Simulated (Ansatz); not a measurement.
`CC(F)CCF` at its PBE0-D4/def2-TZVP geometry, where that method's forces vanish. Charge 0, multiplicity 1.

| atom | x (Å) | y (Å) | z (Å) |
| --- | --- | --- | --- |
| C1 | 1.709 | -0.866 | 0.331 |
| C2 | 0.543 | 0.072 | 0.503 |
| F3 | 1.019 | 1.384 | 0.446 |
| C4 | -0.521 | -0.085 | -0.561 |
| C5 | -1.712 | 0.814 | -0.349 |
| F6 | -2.378 | 0.449 | 0.812 |
| H7 | 2.160 | -0.742 | -0.657 |
| H8 | 2.469 | -0.672 | 1.088 |
| H9 | 1.378 | -1.902 | 0.434 |
| H10 | 0.096 | -0.047 | 1.495 |
| H11 | -0.079 | 0.138 | -1.539 |
| H12 | -0.856 | -1.127 | -0.584 |
| H13 | -1.406 | 1.857 | -0.242 |
| H14 | -2.422 | 0.729 | -1.177 |

Problem. For each bond, give half the difference of the two atoms' forces along it (eV/Å; positive pushes the atoms apart) under PBE-D4, r2SCAN-D4, B3LYP-D4, ωB97M-V in def2-TZVPP. (Best estimate.)

Solution. The calculation gave: 
```tsv
bond	length (Å)	PBE-D4	r2SCAN-D4	B3LYP-D4	ωB97M-V
C1–C2	1.506	-0.05	0.03	0.10	0.12
C1–H7	1.093	0.11	-0.03	-0.06	-0.07
C1–H8	1.091	0.10	-0.04	-0.07	-0.08
C1–H9	1.092	0.09	-0.03	-0.06	-0.07
C2–F3	1.397	0.54	0.35	0.39	0.23
C2–C4	1.513	-0.03	0.01	0.07	0.05
C2–H10	1.095	0.09	-0.09	-0.18	-0.18
C4–C5	1.507	-0.05	0.03	0.10	0.12
C4–H11	1.096	0.10	-0.03	-0.10	-0.10
C4–H12	1.094	0.10	-0.04	-0.10	-0.10
C5–F6	1.387	0.52	0.34	0.41	0.27
C5–H13	1.093	0.09	-0.07	-0.15	-0.15
C5–H14	1.093	0.06	-0.08	-0.15	-0.14
```

B3LYP here is the variant with VWN-RPA as its local correlation; programs differ in this.

Program: Ansatz 0.2.0.
